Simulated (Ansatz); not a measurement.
**CH2Si+ (doublet): from Hartree-Fock to the top rungs, cc-pVTZ**

The task here is to estimate one member of a computed series from the others.

The runs use Ansatz 0.2.0, Gaussian basis; cc-pVTZ, core rule «outside noble gas», up to 6 orbitals frozen.

To be run: UHF; CCSD(T) on ROHF; CCSD(T) on UHF; BCCD(T) on ROHF; CCSDT(Q) on ROHF; CCSDT(Q) on UHF; CASSCF and MRCISD+Q, 9 electrons in 10 orbitals; CASSCF and NEVPT2, 9 electrons in 10 orbitals.

4 further runs of the same task are left out: 4 set aside as unsound or not needed.

### The system

The geometry is a PBE0/def2-TZVP stationary point (not a proven minimum) of the parent state, kept for this charge and spin.

4 atoms, charge 1, spin multiplicity 2.

Atoms are counted from 1 here; the program's logs count them from 0.

Bond lengths: Si1–C2 1.865 Å, C2–H3 1.091 Å, C2–H4 1.091 Å. Angles: Si1–C2–H3 123.8°, Si1–C2–H4 123.8°, H3–C2–H4 112.4°.

Set-up of the first run:

File in.yaml:

```yaml
crystal:
  periodic: [false, false, false]
  atoms:
    - {symbol: Si, position_ang: [0.000000, 0.000000, 0.650177]}
    - {symbol: C, position_ang: [0.000000, 0.000000, -1.214577]}
    - {symbol: H, position_ang: [0.000000, -0.906814, -1.821841]}
    - {symbol: H, position_ang: [0.000000, 0.906814, -1.821841]}
basis:
  gaussian: {orbitals: cc-pVTZ}
total_charge: 1
magnetization: {spin_polarized: true, initial_magnetization: 1}
hamiltonian: {xc: hf}
output: {orbitals: {seedname: orbitals}}
```

Run with:

```sh
> ansatz run in.yaml --threads 1 --pin off --events-out ev --progress --plain --max-ram 4096MiB --backend cpu
```

Among the steps run: UHF; CCSD(T) on ROHF; CCSD(T) on UHF; BCCD(T) on ROHF; CCSDT(Q) on ROHF; CCSDT(Q) on UHF; CASSCF and MRCISD+Q, 9 electrons in 10 orbitals; CASSCF and NEVPT2, 9 electrons in 10 orbitals.

One table of the session follows, with a row left open; its other results are not shown here.

```
          method  from UCCSDT(Q) (kJ/mol)
            ROHF                   +664.5
             UHF                   +656.2
            RMP2                   +109.2
            UMP2                        ?
           RCCSD                    +27.5
           UCCSD                    +27.3
        RCCSD(T)                     +3.9
        UCCSD(T)                     +3.9
         BCCD(T)                     +3.9
          RCCSDT                     +1.2
          UCCSDT                     +1.2
       RCCSDT(Q)                     +0.1
       UCCSDT(Q)                        0
  CASSCF valence                   +402.4
  NEVPT2 valence                    +94.3
  MRCISD valence                    +27.5
MRCISD+Q valence                     +5.3
```

**Question.** Estimate the row for UMP2.

As computed: from UCCSDT(Q) (kJ/mol): +110.4. In the column «from UCCSDT(Q) (kJ/mol)» it lies between RMP2 (+109.2) and CASSCF valence (+402.4).

Among the levels timed on like hardware and quicker than the yardstick, those that no quicker one beats, quickest first: NEVPT2 valence (9.5 s, +94.3 kJ/mol); MRCISD+Q valence (11 s, +5.3 kJ/mol); BCCD(T) (19 s, +3.9 kJ/mol).

To keep in mind: Of the multireference levels listed MRCISD+Q valence comes nearest in total energy (+5.3 kJ/mol), which doesn't show that its space is the better one. Restricted and unrestricted rows rest on different reference determinants; where their highest levels disagree by more than a few hundredths of an eV, they describe different states and don't form one ladder.
